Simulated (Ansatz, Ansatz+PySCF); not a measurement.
```yaml
atoms:
  - { symbol: Li, position_ang: [0.0000, 0.0000, -1.2821] }
  - { symbol: Li, position_ang: [0.0000, 0.0000, 1.2821] }
```

RHF on singlet Li2 was run in several spherical basis sets with Ansatz (development build ahead of 0.2.0).

(1) Rank the basis sets by the total energy that they give, lowest first, with the distance from the lowest.
A. 6-31G(d)
B. STO-3G
C. def2-SVP
D. def2-TZVP
E. cc-pVDZ
F. cc-pVTZ

## Answers

(1) F (0.00 eV), D (0.02 eV), E (0.06 eV), A (0.16 eV), C (0.45 eV), B (6.32 eV).

Totals follow the description of the cores as much as that of the bonds, so this order isn't one of quality for chemistry.
